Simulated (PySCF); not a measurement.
Gas-phase reaction: PH + 3 O ⇌ HPO3

Computed with PySCF (xtb for GFN2) and rigid-rotor harmonic-oscillator thermochemistry at 1 bar. † marks an energy on the PBE0/def2-TZVP geometry and frequencies; other levels use their own. MP2 freezes the core. 6-31G* has spherical d functions here. Open shells (unrestricted): PH (multiplicity 3), O (multiplicity 3, electronic degeneracy 9); the rest are closed-shell singlets. GFN2 has no spin-polarisation term. Spin-orbit splitting is ignored; it lowers the true energy and changes the entropy of O. B3LYP is the form with VWN-RPA correlation. HPO3: computed as isolated molecules; such fragments, hydroxides, amides, oligomers or adducts are transient or little studied in the gas. MP2 isn't extrapolated to the basis-set limit; its ΔH°(298 K) is -1521.1 kJ in def2-SVP and -1740.8 kJ in def2-TZVPP. The harmonic model lacks anharmonicity and excited electronic states, which grow with temperature; levels with a mode under 35 cm⁻¹ are left out. Internal rotation in HPO3 is treated as a harmonic vibration of one conformer, which makes the entropy rough.

ΔH° and ΔS° at 298 K: B3LYP/6-31G* -1517 kJ, -400 J/K; B3LYP/def2-TZVP† -1628 kJ, -402 J/K; GFN2-xTB -2755 kJ, -398 J/K; HF/6-31G* -764 kJ, -404 J/K; MP2/def2-TZVPP† -1741 kJ, -402 J/K.

With the heat capacities included, give log10 K (1 bar) at 800, 1200, 1400, 2000, 2500 K from B3LYP/6-31G*, B3LYP/def2-TZVP†, GFN2-xTB, HF/6-31G*, MP2/def2-TZVPP†.


| T (K) | B3LYP/6-31G* | B3LYP/def2-TZVP† | GFN2-xTB | HF/6-31G* | MP2/def2-TZVPP† |
|---|---|---|---|---|---|
| 800 | 77.8 | 84.9 | 158.7 | 28.3 | 92.3 |
| 1200 | 44.6 | 49.3 | 98.6 | 11.5 | 54.2 |
| 1400 | 35.1 | 39.1 | 81.5 | 6.7 | 43.3 |
| 2000 | 18.1 | 20.8 | 50.6 | -2.0 | 23.8 |
| 2500 | 10.1 | 12.3 | 36.2 | -6.0 | 14.6 |
